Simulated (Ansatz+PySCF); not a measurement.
Two shapes of singlet H2O.

Shape 1:

```xyz
3

O     0.0000    0.0000   -0.1197
H     0.0000    0.7542    0.4787
H     0.0000   -0.7542    0.4787
```

Shape 2:

```xyz
3

O     0.0000    0.0000   -0.1556
H     0.0000    0.9804    0.6222
H     0.0000   -0.9804    0.6222
```

Basis set: 6-31G (spherical functions). Correlated methods keep 1 orbital frozen. Charge 0, multiplicity 1.

Computed with Ansatz (development build ahead of 0.2.0); each method stands on the lowest determinant of its kind that the runs found.

Q: Which shape is lower in energy, and by how much in each method?

A:

```csv
method,E(2) − E(1) (eV)
UHF,2.628
RHF-MP2,1.869
UHF-MP2,1.869
UHF-CCSD,1.799
full CI (lowest root of this spin),1.745
```

Shape 1 is lower. Caution for RHF-MP2, UHF-MP2, UHF-CCSD: bonds are stretched, where a single reference can fail.
